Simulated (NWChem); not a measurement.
System: C2H5O, doublet; SMILES CC[O]

Input file for NWChem:

```
start job
memory heap 200 mb stack 900 mb global 1100 mb
geometry units angstroms noautoz
  C      0.226659    -1.177185     0.000544
  C     -0.477092     0.168540     0.000296
  O      0.320207     1.259122    -0.000663
  H     -0.497956    -2.006141     0.003816
  H      0.863535    -1.278789    -0.891019
  H      0.868831    -1.275804     0.888613
  H     -1.172792     0.265249     0.869178
  H     -1.179448     0.262672    -0.863275
end
basis spherical
  C library def2-svpd
  O library def2-svpd
  H library def2-svpd
end
dft
  odft
  mult 2
  xc xpbe96 cpbe96
  iterations 150
  mulliken
end
task dft gradient
```

Parts of the log:

```
             Northwest Computational Chemistry Package (NWChem) 7.3.0
             --------------------------------------------------------

 C1  symmetry detected

                             Geometry "geometry" -> ""
                             -------------------------

 Output coordinates in angstroms (scale by  1.889725989 to convert to a.u.)

  No.       Tag          Charge          X              Y              Z
 ---- ---------------- ---------- -------------- -------------- --------------
    1 C                    6.0000     0.23918570    -1.17469061    -0.00007332
    2 C                    6.0000    -0.47618604     0.16489312    -0.00021858
    3 O                    8.0000     0.31164444     1.26233508    -0.00022523
    4 H                    1.0000    -0.47822937    -2.00988828     0.00239944
    5 H                    1.0000     0.87748050    -1.27040949    -0.89127287
    6 H                    1.0000     0.88162590    -1.26811580     0.88836321
    7 H                    1.0000    -1.17324592     0.25521746     0.86826060
    8 H                    1.0000    -1.17878461     0.25330045    -0.86419719

 Effective nuclear repulsion energy (a.u.)      74.3552687654

  pbe96 is a nonlocal functional; adding pw91lda local functional.

                                 NWChem DFT Module
                                 -----------------

 Summary of "ao basis" -> "ao basis" (spherical)
 ------------------------------------------------------------------------------
       Tag                 Description            Shells   Functions and Types
 ---------------- ------------------------------  ------  ---------------------
 C                         def2-svpd                 8       20   4s2p2d
 O                         def2-svpd                 9       23   4s3p2d
 H                         def2-svpd                 4        8   2s2p

            General Information
            -------------------
          SCF calculation type: DFT
          Wavefunction type:  spin polarized.
          No. of atoms     :     8
          No. of electrons :    25
           Alpha electrons :    13
            Beta electrons :    12
          Charge           :     0
          Spin multiplicity:     2
          Use of symmetry is: off; symmetry adaption is: off
          Maximum number of iterations: 150
          AO basis - number of functions:   103
                     number of shells:    45
          Convergence on energy requested:  1.00D-06
          Convergence on density requested:  1.00D-05
          Convergence on gradient requested:  5.00D-04

              XC Information
              --------------
          PerdewBurkeErnzerhof Exchange Functional  1.000
            Perdew 1991 LDA Correlation Functional  1.000 local
           PerdewBurkeErnz. Correlation Functional  1.000 non-local

             Grid Information
             ----------------
          Grid used for XC integration:  medium
          Radial quadrature: Mura-Knowles
          Angular quadrature: Lebedev.
          Tag              B.-S. Rad. Rad. Pts. Rad. Cut. Ang. Pts.
          ---              ---------- --------- --------- ---------
          C                   0.70       49          10.0       434
          O                   0.60       49          10.0       434
          H                   0.35       45          11.0       434
          Grid pruning is: on
          Number of quadrature shells:   372
          Spatial weights used:  Erf1

      Superposition of Atomic Density Guess
      -------------------------------------

 Sum of atomic energies:        -152.44078837

      Non-variational initial energy
      ------------------------------

 Total energy =    -153.874582
 1-e energy   =    -353.174721
 2-e energy   =     124.944871
 HOMO         =      -0.316353
 LUMO         =       0.071563

     ---------------------------------------------
      Total Density - Mulliken Population Analysis
     ---------------------------------------------

    Atom       Charge   Shell Charges
 -----------   ------   -------------------------------------------------------
    1 C    6     6.15   1.99  1.00 -0.23  0.06  2.06  1.15  0.02  0.11
    2 C    6     5.72   1.99  0.95 -0.09  0.15  1.73  0.78  0.06  0.15
    3 O    8     8.89   1.99  1.15  0.75 -0.00  2.93  1.91  0.13  0.01  0.03
    4 H    1     0.84   0.68  0.10  0.02  0.04
    5 H    1     0.87   0.67  0.12  0.02  0.06
    6 H    1     0.87   0.67  0.12  0.02  0.06
    7 H    1     0.83   0.61  0.16  0.02  0.04
    8 H    1     0.83   0.61  0.16  0.02  0.04

     --------------------------------------------
      Spin Density - Mulliken Population Analysis
     --------------------------------------------

    Atom       Charge   Shell Charges
 -----------   ------   -------------------------------------------------------
    1 C    6     0.04   0.00  0.00 -0.00  0.00  0.02  0.00  0.00  0.02
    2 C    6     0.20   0.00  0.00  0.00  0.00  0.12  0.06  0.01  0.01
    3 O    8     0.43   0.00  0.00 -0.00  0.00  0.28  0.15  0.00 -0.00 -0.00
    4 H    1     0.00   0.00 -0.00  0.00  0.00
    5 H    1     0.02   0.02  0.00  0.00 -0.00
    6 H    1     0.02   0.02  0.00  0.00 -0.00
    7 H    1     0.14   0.12  0.01  0.00  0.01
    8 H    1     0.14   0.11  0.01  0.00  0.01

   convergence    iter        energy       DeltaE   RMS-Dens  Diis-err
 ---------------- ----- ----------------- --------- --------- ---------
 d= 0,ls=0.0,diis     1   -153.9628984772 -2.28D+02  1.16D-02  1.67D-01
                                                     1.18D-02  2.07D-01
 d= 0,ls=0.5,diis     2   -153.5821194070  3.81D-01  4.03D-03  1.24D+00
                                                     3.62D-03  9.43D-01
 d= 0,ls=0.5,diis     3   -153.9396450527 -3.58D-01  2.81D-03  2.89D-01
                                                     2.30D-03  2.21D-01
 d= 0,ls=0.5,diis     4   -154.0407473004 -1.01D-01  1.35D-03  5.89D-02
                                                     1.31D-03  4.79D-02
 d= 0,ls=0.5,diis     5   -154.0651935187 -2.44D-02  8.16D-04  1.08D-02
                                                     8.71D-04  1.00D-02
  Resetting Diis
 d= 0,ls=0.5,diis     6   -154.0708916408 -5.70D-03  5.91D-04  2.47D-03
                                                     6.45D-04  2.72D-03
 d= 0,ls=0.5,diis     7   -154.0726279760 -1.74D-03  4.62D-04  6.75D-04
                                                     5.18D-04  9.14D-04
 d= 0,ls=0.5,diis     8   -154.0732085872 -5.81D-04  3.10D-04  7.96D-04
                                                     3.34D-04  6.51D-04
 d= 0,ls=0.5,diis     9   -154.0735242345 -3.16D-04  2.72D-04  2.50D-04
                                                     2.64D-04  1.95D-04
 d= 0,ls=0.5,diis    10   -154.0736605075 -1.36D-04  1.72D-04  3.61D-05
                                                     1.71D-04  3.64D-05
 d= 0,ls=0.5,diis    11   -154.0737028712 -4.24D-05  1.07D-04  4.16D-06
                                                     1.11D-04  1.16D-05
 d= 0,ls=0.5,diis    12   -154.0737200930 -1.72D-05  6.92D-05  1.53D-06
                                                     7.35D-05  7.90D-06
 d= 0,ls=0.5,diis    13   -154.0737291776 -9.08D-06  4.37D-05  1.49D-06
                                                     4.85D-05  5.52D-06
 d= 0,ls=0.5,diis    14   -154.0737343306 -5.15D-06  2.86D-05  1.45D-06
                                                     3.32D-05  3.80D-06
 d= 0,ls=0.5,diis    15   -154.0737373457 -3.02D-06  1.82D-05  1.30D-06
                                                     2.26D-05  2.63D-06
 d= 0,ls=0.5,diis    16   -154.0737391890 -1.84D-06  1.17D-05  9.60D-07
                                                     1.57D-05  1.73D-06
 d= 0,ls=0.5,diis    17   -154.0737403032 -1.11D-06  7.56D-06  6.70D-07
                                                     1.11D-05  1.13D-06
 d= 0,ls=0.5,diis    18   -154.0737410074 -7.04D-07  4.93D-06  4.02D-07
                                                     7.91D-06  6.84D-07

         Total DFT energy =     -154.073741429284
      One electron energy =     -355.727333576377
           Coulomb energy =      148.292571530963
    Exchange-Corr. energy =      -20.994248149237
 Nuclear repulsion energy =       74.355268765367

 Numeric. integr. density =       25.000002662956

                    DFT Final Alpha Molecular Orbital Analysis
                    ------------------------------------------

 Vector   11  Occ=1.000000D+00  E=-3.437308D-01
              MO Center=  7.8D-02, -8.0D-01,  4.2D-03, r^2= 2.5D+00
   Bfn.  Coefficient  Atom+Function         Bfn.  Coefficient  Atom+Function
  ----- ------------  ---------------      ----- ------------  ---------------
     5      0.354012  1 C  px                64     -0.326534  4 H  s
    46      0.246744  3 O  py                80      0.183671  6 H  s
    25     -0.179730  2 C  px                72      0.175545  5 H  s
     6      0.148819  1 C  py                49      0.149177  3 O  py
    45      0.117629  3 O  px                96      0.112800  8 H  s

 Vector   12  Occ=1.000000D+00  E=-2.712599D-01
              MO Center= -1.7D-01,  6.7D-01,  3.7D-03, r^2= 1.9D+00
   Bfn.  Coefficient  Atom+Function         Bfn.  Coefficient  Atom+Function
  ----- ------------  ---------------      ----- ------------  ---------------
    47      0.530143  3 O  pz                50      0.341990  3 O  pz
    88     -0.271550  7 H  s                 96      0.266287  8 H  s
    27     -0.244553  2 C  pz                89     -0.127410  7 H  s
    97      0.125642  8 H  s                 72     -0.105946  5 H  s
    80      0.104591  6 H  s                  7      0.102045  1 C  pz

 Vector   13  Occ=1.000000D+00  E=-2.357298D-01
              MO Center=  1.4D-01,  8.2D-01, -3.0D-03, r^2= 1.6D+00
   Bfn.  Coefficient  Atom+Function         Bfn.  Coefficient  Atom+Function
  ----- ------------  ---------------      ----- ------------  ---------------
    45      0.485476  3 O  px                46     -0.346329  3 O  py
    48      0.318948  3 O  px                49     -0.234967  3 O  py
     6     -0.210477  1 C  py                24      0.156973  2 C  s
     9     -0.134796  1 C  py                96      0.128963  8 H  s
    88      0.121022  7 H  s                 25     -0.119253  2 C  px

 Vector   14  Occ=0.000000D+00  E= 4.519749D-04
              MO Center= -8.5D-01, -5.1D-01,  7.5D-03, r^2= 7.3D+00
   Bfn.  Coefficient  Atom+Function         Bfn.  Coefficient  Atom+Function
  ----- ------------  ---------------      ----- ------------  ---------------
    24      3.700370  2 C  s                  3      1.561172  1 C  s
    44     -1.538321  3 O  s                  4      1.368875  1 C  s
    89     -1.290988  7 H  s                 97     -1.294108  8 H  s
    65     -1.270536  4 H  s                 73     -0.946397  5 H  s
    81     -0.943851  6 H  s                 23      0.937767  2 C  s

 Vector   15  Occ=0.000000D+00  E= 3.146930D-02
              MO Center=  8.3D-03, -9.1D-01,  1.7D-03, r^2= 8.9D+00
   Bfn.  Coefficient  Atom+Function         Bfn.  Coefficient  Atom+Function
  ----- ------------  ---------------      ----- ------------  ---------------
    24     -4.284169  2 C  s                  4      4.049219  1 C  s
     3      1.784817  1 C  s                 73     -1.301112  5 H  s
    81     -1.298672  6 H  s                 65     -1.169500  4 H  s
    44      1.128292  3 O  s                 89      1.066231  7 H  s
    97      1.068111  8 H  s                 23     -0.905137  2 C  s

 Vector   16  Occ=0.000000D+00  E= 4.665633D-02
              MO Center= -5.1D-01,  1.3D-01, -2.6D-03, r^2= 7.1D+00
   Bfn.  Coefficient  Atom+Function         Bfn.  Coefficient  Atom+Function
  ----- ------------  ---------------      ----- ------------  ---------------
    97     -1.035478  8 H  s                 89      1.006499  7 H  s
    95     -0.672413  7 H  pz               103     -0.671726  8 H  pz
    53     -0.663376  3 O  pz                87     -0.386496  6 H  pz
    79     -0.381241  5 H  pz               101     -0.364686  8 H  px
    93      0.352884  7 H  px                27      0.335851  2 C  pz

                     DFT Final Beta Molecular Orbital Analysis
                     -----------------------------------------

 Vector   10  Occ=1.000000D+00  E=-3.379883D-01
              MO Center=  7.4D-02, -4.9D-01,  1.2D-03, r^2= 2.8D+00
   Bfn.  Coefficient  Atom+Function         Bfn.  Coefficient  Atom+Function
  ----- ------------  ---------------      ----- ------------  ---------------
     5      0.312679  1 C  px                64     -0.307974  4 H  s
    46      0.289971  3 O  py                25     -0.208267  2 C  px
    49      0.169041  3 O  py                80      0.161282  6 H  s
    72      0.159006  5 H  s                 45      0.156829  3 O  px
     6      0.152137  1 C  py                96      0.112210  8 H  s

 Vector   11  Occ=1.000000D+00  E=-3.333192D-01
              MO Center=  2.5D-01, -7.3D-01, -8.9D-04, r^2= 2.2D+00
   Bfn.  Coefficient  Atom+Function         Bfn.  Coefficient  Atom+Function
  ----- ------------  ---------------      ----- ------------  ---------------
     7      0.383538  1 C  pz                72     -0.295510  5 H  s
    80      0.294456  6 H  s                 27     -0.218521  2 C  pz
    47     -0.169687  3 O  pz                88     -0.165030  7 H  s
    96      0.164047  8 H  s                 50     -0.117645  3 O  pz
    10      0.105271  1 C  pz                17     -0.087605  1 C  d -1

 Vector   12  Occ=1.000000D+00  E=-2.186940D-01
              MO Center=  1.6D-01,  8.7D-01, -2.4D-03, r^2= 1.6D+00
   Bfn.  Coefficient  Atom+Function         Bfn.  Coefficient  Atom+Function
  ----- ------------  ---------------      ----- ------------  ---------------
    45      0.487594  3 O  px                46     -0.342800  3 O  py
    48      0.324942  3 O  px                49     -0.236350  3 O  py
     6     -0.200380  1 C  py                24      0.180378  2 C  s
     9     -0.134062  1 C  py                96      0.122175  8 H  s
     2     -0.118809  1 C  s                 88      0.115602  7 H  s

 Vector   13  Occ=0.000000D+00  E=-1.937096D-01
              MO Center=  1.2D-02,  9.8D-01,  2.4D-03, r^2= 1.5D+00
   Bfn.  Coefficient  Atom+Function         Bfn.  Coefficient  Atom+Function
  ----- ------------  ---------------      ----- ------------  ---------------
    47      0.579261  3 O  pz                50      0.406324  3 O  pz
    88     -0.217531  7 H  s                 96      0.213628  8 H  s
    89     -0.172365  7 H  s                 97      0.170550  8 H  s
    27     -0.147155  2 C  pz                53      0.119143  3 O  pz
    81      0.062199  6 H  s                 73     -0.060990  5 H  s

[...]

                         DFT ENERGY GRADIENTS

    atom               coordinates                        gradient
                 x          y          z           x          y          z
   1 C       0.451995  -2.219843  -0.000139   -0.000360   0.002288  -0.000116
   2 C      -0.899861   0.311603  -0.000413   -0.010099   0.000284   0.000335
   3 O       0.588923   2.385467  -0.000426   -0.000247  -0.003925  -0.000104
   4 H      -0.903722  -3.798138   0.004534    0.003123   0.003397  -0.000010
   5 H       1.658198  -2.400726  -1.684262   -0.002062   0.000095   0.003312
   6 H       1.666031  -2.396391   1.678763   -0.002103   0.000135  -0.003298
   7 H      -2.217113   0.482291   1.640775    0.005833  -0.001163  -0.004067
   8 H      -2.227580   0.478668  -1.633096    0.005916  -0.001112   0.003949
```

Level: PBE/def2-SVPD, spin-unrestricted. Structure relaxed at the PBE0/def2-SVP, spin-unrestricted level. No stability test was run on the SCF state.
